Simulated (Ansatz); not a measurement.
One element changed: bond dissociation energies of H$_{3}$Si–O, H3Ge–O

Ansatz 0.2.0, basis cc-pVDZ; geometries are PBE0/def2-TZVP minima. Wave-function levels freeze the cores with the filled d shells of p-block atoms; HF, MP2 and coupled cluster are restricted for singlets and unrestricted otherwise, atoms included, restricted open-shell where a d shell is frozen. The reference is CCSDT(Q) (coupled cluster only where its series has nearly closed). An error is the level's value less the reference. None of these values is a measured one. Energies are electronic, without zero-point terms. No spin–orbit coupling and no scalar relativity. The set is small: it underbinds, by tens of kJ/mol for each bond, so near ties and functionals' places can change in larger sets. The species are chosen: bound, without strong static correlation by their natural occupations or amplitudes, in their lowest spin state as far as vertical gaps and like structures tell, and with a ladder that closes on the reference, so errors are smaller than for species at large; levels whose determinant breaks symmetry or spin markedly are left out.

| species | bonds (Å) | quantity | symmetry of the states | reference | value (kJ/mol) | error CCSD | error CCSD(T) | error CCSDT |
| --- | --- | --- | --- | --- | --- | --- | --- | --- |
| H3Si–O, doublet | O–Si 1.657, Si–H 1.485/1.493, angles at Si 101/110/112° | Si–O bond energy, to SiH3 (doublet) + O | – | CCSDT(Q) | 366.6 | -7.3 | -1.4 | -0.9 |
| H3Ge–O, doublet | O–Ge 1.795, Ge–H 1.536/1.537, angles at Ge 102/110/112° | Ge–O bond energy, to GeH3 (doublet) + O | – | CCSDT(Q) | 312.1 | -7.7 | -1.5 | -0.9 |

The reference falls from Si to Ge, by 54.5 kJ/mol in all.
